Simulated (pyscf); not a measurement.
`[CH2][CH3]` [doublet] + `[SiH4]` → `[CH3][CH3]` + `[SiH3]` [doublet], a hydrogen abstraction (doublet surface; H–Si broken, C–H formed). Single points on ωB97X-D3(BJ)/def2-SVP structures (PySCF, gas phase). Energies in eV from the separated reactants.

AM1 to PM7: differences of heats of formation from MOPAC, which are fitted to 298 K values and so differ in kind from electronic energies by zero-point and thermal terms. Open shells are spin-unrestricted. 

Quick PM7 single points give ΔE‡ = 0.50 eV and ΔE = -0.67 eV. What does ωB97M-D3(BJ)/def2-TZVP give, and how far is the quick result from it?

ωB97M-D3(BJ)/def2-TZVP gives ΔE‡ = 0.38 eV and ΔE = -0.49 eV. PM7 lies 0.12 eV over it in the barrier and 0.18 eV under it in the reaction energy, so on this step it does not hold to within 0.13 eV. ωB97M-D3(BJ)/def2-TZVP has limits of its own. This is the saddle that the search found; another between the same sides may lie lower. The angle at the transferred H is 174°.
